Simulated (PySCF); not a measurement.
The numbers are results of PBE-D3(BJ)/def2-TZVP // PBE0-D3(BJ)/def2-TZVP (PySCF), not measurements. Isolated molecules, 0 K electronic values unless said otherwise. Excitations are Tamm–Dancoff values on a coarser integration grid. The basis has no diffuse functions, so Rydberg states are missing or too high.

Reference species (SMILES): `[Cl][Al]([Cl])[Cl]` (neutral, multiplicity 1).

```
Property              Result
-------------------  -------
S1–T1 gap (TDA)      0.24 eV
S1 excitation (TDA)  5.95 eV
```

Changed species: `[AlH2][Cl]` (2 of 3 Cl replaced by H; the reference has 0 of 3 Cl replaced by H).

Give the shifts of the S1–T1 gap (TDA) and S1 excitation (TDA).

the S1–T1 gap (TDA) rises by 0.10 eV, to 0.34 eV; the S1 excitation (TDA) decreases by 0.99 eV, to 4.96 eV.
